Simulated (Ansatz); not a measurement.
**BH₃NSi radical (SMILES B1N[SiH]1): functionals against CCSD(T) at one geometry**

One table from this session's results is given with a row withheld; the runs are named, their logs left out.

The runs use Ansatz 0.2.0, Gaussian basis; single points in def2-TZVPP.

Correlated methods freeze the cores. Orbitals are unrestricted.

**The system as given**

6 atoms, charge 0, spin multiplicity 2.

Atoms are counted from 1 here; the program's logs count them from 0.

Bond lengths: B1–N2 1.570 Å, B1–Si3 2.127 Å, B1–H4 1.181 Å, N2–Si3 1.888 Å, N2–H5 0.894 Å, Si3–H6 1.711 Å. Angles: N2–B1–Si3 59.2°, N2–B1–H4 145.4°, Si3–B1–H4 155.0°, B1–N2–Si3 75.3°, B1–N2–H5 129.5°, Si3–N2–H5 154.1°, B1–Si3–N2 45.6°, B1–Si3–H6 128.4°, N2–Si3–H6 100.9°.

As a file:

```
B    -0.91310   -0.42250   -0.42210
N     0.56270    0.10740   -0.50770
Si   -0.05020    0.66550    1.18900
H    -1.79260   -0.94640   -1.01010
H     1.12450    0.11790   -1.20360
H     1.28100    0.23150    2.17280
```

Set-up of the first run:

Input file run/in.yaml:

```yaml
crystal:
  periodic: [false, false, false]
  atoms:
    - {symbol: B, position_ang: [-0.913100, -0.422500, -0.422100]}
    - {symbol: N, position_ang: [0.562700, 0.107400, -0.507700]}
    - {symbol: Si, position_ang: [-0.050200, 0.665500, 1.189000]}
    - {symbol: H, position_ang: [-1.792600, -0.946400, -1.010100]}
    - {symbol: H, position_ang: [1.124500, 0.117900, -1.203600]}
    - {symbol: H, position_ang: [1.281000, 0.231500, 2.172800]}
basis:
  gaussian: {orbitals: def2-TZVPP}
magnetization: {spin_polarized: true, initial_magnetization: 1}
correlation: {method: ccsd_t}
scf: {omitted_lower_state_checks: [cluster_reference]}
output: {forces: true}
```

The command line of these runs was not kept.

Among the steps run: CCSD(T)/def2-TZVPP; PBE0-D4/def2-TZVPP; wB97M-V/def2-TZVPP; r2SCAN-D4/def2-TZVPP; PBE-D4/def2-TZVPP; wB97X-V/def2-TZVPP; CAM-B3LYP-D4/def2-TZVPP.

One table of the session follows, with a row left open; its other results are not shown here.

```
      method  RMS force component (eV/Å)  angle to CCSD(T) forces (°)  dipole (D)
     CCSD(T)                       3.734                    reference        1.16
     PBE0-D4                       3.860                          1.9        1.16
     wB97M-V                       3.824                          1.7        1.14
   r2SCAN-D4                       3.794                          1.3        1.24
      PBE-D4                           ?                            ?           ?
     wB97X-V                       3.872                          1.9        1.15
CAM-B3LYP-D4                       3.864                          2.2        1.10
```

**Question.** Estimate the row for PBE-D4.

The run gave: RMS force component (eV/Å): 3.770; angle to CCSD(T) forces (°): 2.3; dipole (D): 1.22. In the column «RMS force component (eV/Å)» it lies between CCSD(T) (3.734) and r2SCAN-D4 (3.794).
